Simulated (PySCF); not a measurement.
# Telling isomers of C2H3F3O apart by NMR

One conformer, isolated molecule, fast rotation and ring inversion assumed for equivalent nuclei, non-relativistic. Couplings computed with B3LYP/pcJ-1; structure optimised with GFN2-xTB; shielding tensors at PBE0/pcSseg-1 (GIAO); PySCF 2.14.

Chemical shifts δ = σref − σ; TMS for ¹H, ¹³C, all at this level. Multiplet labels drop J under 1 Hz and among equivalent protons, and merge close values. Unscaled 3J(H,H) run several per cent high. One-bond C–F couplings are unscaled and too large by tens of Hz. Shifts are as computed. Against solution values, carbons near 30 ppm lie about +3 ppm off and those near 130 ppm about +5 ppm. Of 1211 compounds with measured shifts, 218 miss one by over three times the rms of a fit or turn the order of signals round; such compounds aren't used in these exercises. OH and NH positions are gas-phase values without hydrogen bonding to other molecules.

(1) Tabulate the signals of `OCC(F)(F)F`, `COC(F)(F)F` and their relative energies.

(2) What is the quickest way to tell OCC(F)(F)F from COC(F)(F)F?

## Answers

(1) 
| SMILES | carbon types | δC | δH | E rel. (kcal/mol) |
| --- | --- | --- | --- | --- |
| OCC(F)(F)F | 1×C 1×CH2 | 133.8, 67.8 | 4.22 (q, 2H), 1.06 (br s, 1H) | 2.8 |
| COC(F)(F)F | 1×C 1×CH3 | 131.5, 56.1 | 3.98 (s, 3H) | 0.0 |

Energies are electronic energies at PBE0/pcSseg-1 on these geometries, without zero-point or thermal terms, each for the one conformer computed, which needn't be the lowest.

(2) Both give the same number of carbon signals, but DEPT or the intensities differ. The first has an sp3 CH2 bonded to O at 67.8 ppm, the second a methyl carbon bonded to O (CH3) at 56.1 ppm. Their most deshielded carbons lie at 133.8 and 131.5 ppm.
